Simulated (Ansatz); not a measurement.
**Si2P (quartet): from Hartree-Fock to the top rungs, cc-pVTZ**

The task here is to estimate one member of a computed series from the others.

Computed with Ansatz 0.2.0, Gaussian basis. Level: cc-pVTZ, core rule «outside noble gas», up to 15 orbitals frozen.

To be run: UHF; CCSD(T) on ROHF; CCSD(T) on UHF; BCCD(T) on ROHF; CCSDT(Q) on ROHF; CCSDT(Q) on UHF.

5 further runs of the same task are left out: 3 for a known fault of the program, 2 set aside as unsound or not needed.

## The geometry

The geometry is a PBE0/def2-TZVP stationary point (not a proven minimum) of the parent state, kept for this charge and spin.

3 atoms, charge 0, spin multiplicity 4.

Atoms are counted from 1 here; the program's logs count them from 0.

Bond lengths: Si1–P2 2.098 Å, P2–Si3 2.098 Å. Angles: Si1–P2–Si3 117.5°.

The first run:

in.yaml reads:

```yaml
crystal:
  periodic: [false, false, false]
  atoms:
    - {symbol: Si, position_ang: [0.000000, -0.386578, 1.794001]}
    - {symbol: P, position_ang: [0.000000, 0.701061, 0.000000]}
    - {symbol: Si, position_ang: [0.000000, -0.386578, -1.794001]}
basis:
  gaussian: {orbitals: cc-pVTZ}
magnetization: {spin_polarized: true, initial_magnetization: 3}
hamiltonian: {xc: hf}
output: {orbitals: {seedname: orbitals}}
```

On the command line:

```console
> ansatz run in.yaml --threads 1 --pin off --events-out ev --progress --plain --max-ram 4096MiB --backend cpu
```

Steps of the session up to this table: UHF; CCSD(T) on ROHF; CCSD(T) on UHF; BCCD(T) on ROHF; CCSDT(Q) on ROHF; CCSDT(Q) on UHF.

One table of the session follows, with a row left open; its other results are not shown here.

It belongs to the step «Misses and costs». 

```
   method  from RCCSDT(Q) (kJ/mol)
     ROHF                   +954.6
      UHF                   +917.9
     RMP2                   +175.6
     UMP2                   +195.7
    RCCSD                        ?
    UCCSD                    +76.0
 RCCSD(T)                    +13.8
 UCCSD(T)                    +14.2
  BCCD(T)                    +12.3
   RCCSDT                     +7.4
   UCCSDT                     +6.2
RCCSDT(Q)                        0
UCCSDT(Q)                     -1.3
```

Q: Estimate the row for RCCSD from the others.

**Answer.** from RCCSDT(Q) (kJ/mol): +80.2. In the column «from RCCSDT(Q) (kJ/mol)» it lies between UCCSD (+76.0) and RMP2 (+175.6).

Limits of these values: Warnings: spin contamination; large T1 diagnostic. Restricted and unrestricted rows rest on different reference determinants; where their highest levels disagree by more than a few hundredths of an eV, they describe different states and don't form one ladder.
